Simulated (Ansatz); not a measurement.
# C3H9PS: small, medium and large basis sets

The task here is to estimate one member of a computed series from the others.

Program: Ansatz 0.2.0, Gaussian basis. Level of theory: one geometry, several basis sets. These are calculated values, not measurements.

Plan: PBE0-D4/def2-SVP; ωB97M-V/def2-SVP; PBE0-D4/def2-QZVPP; ωB97M-V/def2-QZVPP; the functionals' def2-TZVPP values are taken from earlier runs.

### Structure used throughout

The geometry comes from an earlier relaxation with PBE0-D4 in a triple-zeta def2 set; it is a stationary point, not always the lowest conformer.

SMILES `CP(C)(C)=S`, 14 atoms, charge 0, spin multiplicity 1.

Atoms are counted from 1 here; the program's logs count them from 0.

Bond lengths: C1–P2 1.812 Å, C1–H6 1.091 Å, C1–H7 1.092 Å, C1–H8 1.091 Å, P2–C3 1.812 Å, P2–C4 1.812 Å, P2–S5 1.938 Å, C3–H9 1.091 Å, C3–H10 1.091 Å, C3–H11 1.092 Å, C4–H12 1.092 Å, C4–H13 1.091 Å, C4–H14 1.091 Å. Angles: P2–C1–H6 108.6°, P2–C1–H7 111.6°, P2–C1–H8 108.6°, H6–C1–H7 109.8°, H6–C1–H8 108.4°, H7–C1–H8 109.8°, C1–P2–C3 104.3°, C1–P2–C4 104.3°, C1–P2–S5 114.3°, C3–P2–C4 104.3°, C3–P2–S5 114.3°, C4–P2–S5 114.3°, P2–C3–H9 108.6°, P2–C3–H10 108.6°, P2–C3–H11 111.6°, H9–C3–H10 108.4°, H9–C3–H11 109.8°, H10–C3–H11 109.8° and more.

Set-up of the first run:

Input file in.yaml:

```yaml
crystal:
  periodic: [false, false, false]
  atoms:
    - {symbol: C, position_ang: [-1.586876, 0.455433, 0.165442]}
    - {symbol: P, position_ang: [0.153814, 0.454468, -0.337065]}
    - {symbol: C, position_ang: [1.068886, 0.340545, 1.222478]}
    - {symbol: C, position_ang: [0.393330, -1.164273, -1.114767]}
    - {symbol: S, position_ang: [0.662286, 1.956779, -1.451286]}
    - {symbol: H, position_ang: [-1.790388, 1.375322, 0.714951]}
    - {symbol: H, position_ang: [-1.824703, -0.408620, 0.790195]}
    - {symbol: H, position_ang: [-2.208260, 0.444965, -0.730852]}
    - {symbol: H, position_ang: [0.908098, 1.258784, 1.788655]}
    - {symbol: H, position_ang: [2.132694, 0.256721, 0.996958]}
    - {symbol: H, position_ang: [0.747670, -0.519665, 1.814365]}
    - {symbol: H, position_ang: [0.093709, -1.977401, -0.449545]}
    - {symbol: H, position_ang: [1.446250, -1.271940, -1.378092]}
    - {symbol: H, position_ang: [-0.196509, -1.201118, -2.031449]}
basis:
  gaussian: {orbitals: def2-SVP}
hamiltonian: {xc: pbe0, dispersion: d4}
output: {orbitals: {seedname: orbitals}}
```

On the command line:

```
$ ansatz run in.yaml --threads 4 --pin off --events-out ev --progress --plain --max-ram 10444MiB
```

Among the steps run: PBE0-D4 in def2-SVP; ωB97M-V in def2-SVP; PBE0-D4 in def2-QZVPP; ωB97M-V in def2-QZVPP.

One table of the session follows, with a row left open; its other results are not shown here.

It belongs to the step «Density functionals: the series». 

```
functional       basis  HOMO (eV)  LUMO (eV)
   PBE0-D4    def2-SVP      -6.04       1.23
   PBE0-D4  def2-TZVPP      -6.27       0.67
   PBE0-D4  def2-QZVPP      -6.32       0.26
   ωB97M-V    def2-SVP      -8.13       2.81
   ωB97M-V  def2-TZVPP      -8.42       2.06
   ωB97M-V  def2-QZVPP          ?          ?
```

Q: Estimate the row for ωB97M-V, def2-QZVPP from the others.

**Answer.** HOMO (eV): -8.48; LUMO (eV): 1.42. In the column «HOMO (eV)» it is the lowest.
